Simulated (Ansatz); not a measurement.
**bcc V**

Computed with r²SCAN (Ansatz, a program for electronic structure, PAW).

Run with plane-wave cutoff 600 eV, 30×30×30 k mesh, Fermi–Dirac smearing 0.039 eV (set by the program), no spin polarisation, scalar-relativistic PAW data made under PBE.

Cell: measured lattice: a = b = c = 3.0272 Å, α = β = γ = 90.00°.

```
Quantity                                         Result
---------------------------------------------  --------
elastic constant C11                            231 GPa
elastic constant C12                            127 GPa
elastic constant C44                           13.9 GPa
Voigt–Reuss–Hill bulk modulus                   162 GPa
Voigt–Reuss–Hill shear modulus (Hill average)  24.4 GPa
```

Measured, for comparison: elastic constant C11 232 GPa, elastic constant C12 119 GPa, elastic constant C44 46 GPa (0 K, extrapolated to 0 K; zero-point effects included; as tabulated in Wang et al. (2022), arXiv:2209.12322). Computed (rounded) less measured: elastic constant C11 -0.4 %, elastic constant C12 +7 %, elastic constant C44 -70 %.

Note: the shear constants of this metal are likely not converged at this k mesh and smearing; the cell isn't this level's own, so it is under some stress, which shifts stiffness and frequencies.

Elastic constants are with the ions relaxed.

Computed values are for the static lattice.

Cost on a shared machine: roughly 5 core-minutes.
